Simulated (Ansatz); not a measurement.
**SVWN5/aug-cc-pVTZ run of OH− (hydroxide)**

Aim: the vertical ionisation energy of OH− (hydroxide) at SVWN5/aug-cc-pVTZ, from 2 runs. 

Program for the calculation: Ansatz 0.2.0.

**1. Starting point**

OH− has 2 atoms, charge -1, and is taken as a singlet. SMILES: `[OH-]`. Geometry: relaxed at PBE0-D4/def2-TZVPD.

Bond lengths: O1–H2 0.964 Å.

**2. A single-point energy at SVWN5/aug-cc-pVTZ**

File run.yaml:

```yaml
crystal:
  periodic: [false, false, false]
  atoms:
    - {symbol: O, position_ang: [0.411800, -0.131800, 0.212500]}
    - {symbol: H, position_ang: [-0.411800, 0.131800, -0.212500]}
basis:
  gaussian:
    orbitals: aug-cc-pVTZ
total_charge: -1
magnetization:
  spin_polarized: false
  initial_magnetization: 0
hamiltonian:
  xc: {name: SVWN5}
accuracy: high
output: {orbitals: {seedname: orbitals}}
```

Command:

```sh
ansatz run run.yaml --threads 1 --pin off --max-ram 3480MiB --events-out events.jsonl --progress --plain --runs-dir runs
```

Standard output:

```text
Warning: RAYON_NUM_THREADS=1 ignored (pool sized by the plan → 1); use --threads N
Functional definition: SVWN5
  name "SVWN5"
  exchange = slater_x
  correlation = vwn5_c
898 factors; integrals over basis functions are off by at most 3.4e-9 eV
mean field evaluation 1: about -2003.9788 eV, gradient 1.1e2 eV
mean field evaluation 2: about -1969.5632 eV, gradient 2.4e2 eV
mean field evaluation 4: about -2046.3544 eV, gradient 3.3e1 eV
mean field evaluation 8: about -2048.6672 eV, gradient 4.9e-1 eV
mean field evaluation 16: about -2048.6676 eV, gradient 4.6e-7 eV
mean field evaluation 32: about -2037.5224 eV, gradient 1.3e1 eV
mean field -2048.66762984 eV, -75.2871467597 hartree, gradient 3.1e-8 eV, S^2 0.000000; 2 other end points of the search recorded, 0 dependent functions left out
reference -2048.66763225 eV, -75.2871468484 hartree; 5, 5 occupied and 64, 64 virtual orbitals, 898 factors
Total energy: -2048.66763225 eV, -75.2871468484 hartree
```

It took 1.2 s on 1 thread of Arm Neoverse V1, shared host; peak memory 0.11 GiB.

**3. Doublet neutral OH at the same level**

File input.yaml:

```yaml
crystal:
  periodic: [false, false, false]
  atoms:
    - {symbol: O, position_ang: [0.411800, -0.131800, 0.212500]}
    - {symbol: H, position_ang: [-0.411800, 0.131800, -0.212500]}
basis:
  gaussian:
    orbitals: aug-cc-pVTZ
magnetization:
  spin_polarized: true
  initial_magnetization: 1
hamiltonian:
  xc: {name: SVWN5}
accuracy: high
output:
  orbitals: {seedname: orbitals}
```

Command:

```sh
ansatz run input.yaml --threads 1 --pin off --max-ram 3480MiB --events-out events.jsonl --progress --plain --runs-dir runs
```

Standard output:

```text
Warning: RAYON_NUM_THREADS=1 ignored (pool sized by the plan → 1); use --threads N
[... 4 set-up lines as earlier in the session ...]
898 factors; integrals over basis functions are off by at most 3.4e-9 eV
mean field evaluation 1: about -2044.4573 eV, gradient 2.4e1 eV
mean field evaluation 2: about -2039.8701 eV, gradient 4.3e1 eV
mean field evaluation 4: about -2046.2990 eV, gradient 4.3e-1 eV
mean field evaluation 8: about -2046.3000 eV, gradient 2.7e-2 eV
mean field evaluation 16: about -2046.3000 eV, gradient 7.7e-7 eV
mean field evaluation 32: about -2046.3000 eV, gradient 3.7e-8 eV
mean field -2046.30002139 eV, -75.2001387540 hartree, gradient 3.7e-8 eV, S^2 0.752245; 2 other end points of the search recorded, 0 dependent functions left out
reference -2046.30002451 eV, -75.2001388687 hartree; 5, 4 occupied and 64, 65 virtual orbitals, 898 factors
Total energy: -2046.30002451 eV, -75.2001388687 hartree
```

Wall time 1.5 s (1 thread of Arm Neoverse V1, shared host); peak memory 0.11 GiB.

**4. Outcome**

Level: SVWN5/aug-cc-pVTZ.

```
                                                          quantity         value
                                         singlet OH−: total energy  -75.28715 Eh
                                          singlet OH−: HOMO energy       2.01 eV
                                          singlet OH−: LUMO energy       3.71 eV
singlet OH−: HOMO–LUMO gap (to an unbound level, set by the basis)       1.69 eV
                                  doublet neutral OH: total energy  -75.20014 Eh
            doublet neutral OH: HOMO energy (highest over α and β)      -7.43 eV
             doublet neutral OH: LUMO energy (lowest over α and β)      -7.26 eV
                                          doublet neutral OH: ⟨S²⟩         0.752
               vertical detachment energy (to the doublet neutral)      2.368 eV
```

What this shows: The vertical ionisation energy comes to 2.37 eV (228 kJ/mol). The negative HOMO energy of the first species, -2.01 eV, lies 4.38 eV below that difference. The HOMO (singlet OH−) lies at positive energy, 2.01 eV, as semi-local functionals often give for anions; only total energies tell whether the electron is bound.
